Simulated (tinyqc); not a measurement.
Worked calculation: Pariser-Parr-Pople SCF with singles CI, for the molecule C=C1C=CC=C1 (SMILES; centres numbered as the heavy atoms are written). One step of it, computed by the program tinyqc.

Question. Iteration 1: Fock matrix. F_rr = H_rr + P_rr gamma_rr / 2 + sum_(s != r) P_ss gamma_rs; F_rs = H_rs - P_rs gamma_rs / 2; E = tr P (H + F) / 2 + core repulsion sum_(r<s) z_r z_s gamma_rs.

P at the start, order 1C, 2C, 3C, 4C, 5C, 6C:
$$\begin{pmatrix}
0.622291 & 0.758634 & 0.212348 & -0.309538 & -0.309538 & 0.212348 \\
0.758634 & 1.046987 & 0.449096 & -0.097190 & -0.097190 & 0.449096 \\
0.212348 & 0.449096 & 1.092331 & 0.777936 & -0.116491 & -0.354882 \\
-0.309538 & -0.097190 & 0.777936 & 1.073030 & 0.520243 & -0.116491 \\
-0.309538 & -0.097190 & -0.116491 & 0.520243 & 1.073030 & 0.777936 \\
0.212348 & 0.449096 & -0.354882 & -0.116491 & 0.777936 & 1.092331
\end{pmatrix}$$

core matrix H (eV), order 1C, 2C, 3C, 4C, 5C, 6C:
$$\begin{pmatrix}
-29.964826 & -2.390000 & 0.000000 & 0.000000 & 0.000000 & 0.000000 \\
-2.390000 & -35.287917 & -2.390000 & 0.000000 & 0.000000 & -2.390000 \\
0.000000 & -2.390000 & -33.742608 & -2.390000 & 0.000000 & 0.000000 \\
0.000000 & 0.000000 & -2.390000 & -32.873168 & -2.390000 & 0.000000 \\
0.000000 & 0.000000 & 0.000000 & -2.390000 & -32.873168 & -2.390000 \\
0.000000 & -2.390000 & 0.000000 & 0.000000 & -2.390000 & -33.742608
\end{pmatrix}$$

repulsion gamma_rs (eV), order 1C, 2C, 3C, 4C, 5C, 6C:
$$\begin{pmatrix}
11.130000 & 5.345539 & 3.800534 & 2.929109 & 2.929109 & 3.800534 \\
5.345539 & 11.130000 & 5.344818 & 4.046371 & 4.046371 & 5.344818 \\
3.800534 & 5.344818 & 11.130000 & 5.346212 & 4.045936 & 4.045107 \\
2.929109 & 4.046371 & 5.346212 & 11.130000 & 5.345539 & 4.045936 \\
2.929109 & 4.046371 & 4.045936 & 5.345539 & 11.130000 & 5.346212 \\
3.800534 & 5.344818 & 4.045107 & 4.045936 & 5.346212 & 11.130000
\end{pmatrix}$$

Centres (angstrom, eV; a flat drawing with bonds scaled to 1.40 angstrom):
```
centre          x          y  core charge z          W   gamma_rr
1C       2.159000   0.000000              1  11.160000  11.130000
2C       0.759000   0.000000              1  11.160000  11.130000
3C      -0.064000   1.133000              1  11.160000  11.130000
4C      -1.395000   0.700000              1  11.160000  11.130000
5C      -1.395000  -0.700000              1  11.160000  11.130000
6C      -0.064000  -1.133000              1  11.160000  11.130000
```

Give: F; pi energy.

Answer.

F (eV), order 1C, 2C, 3C, 4C, 5C, 6C:
$$\begin{pmatrix}
-6.3161 & -4.4177 & -0.4035 & 0.4533 & 0.4533 & -0.4035 \\
-4.4177 & -5.7746 & -3.5902 & 0.1966 & 0.1966 & -3.5902 \\
-0.4035 & -3.5902 & -5.2061 & -4.4695 & 0.2357 & 0.7178 \\
0.4533 & 0.1966 & -4.4695 & -4.8472 & -3.7805 & 0.2357 \\
0.4533 & 0.1966 & 0.2357 & -3.7805 & -4.8472 & -4.4695 \\
-0.4035 & -3.5902 & 0.7178 & 0.2357 & -4.4695 & -5.2061
\end{pmatrix}$$

pi energy = -75.2609 eV
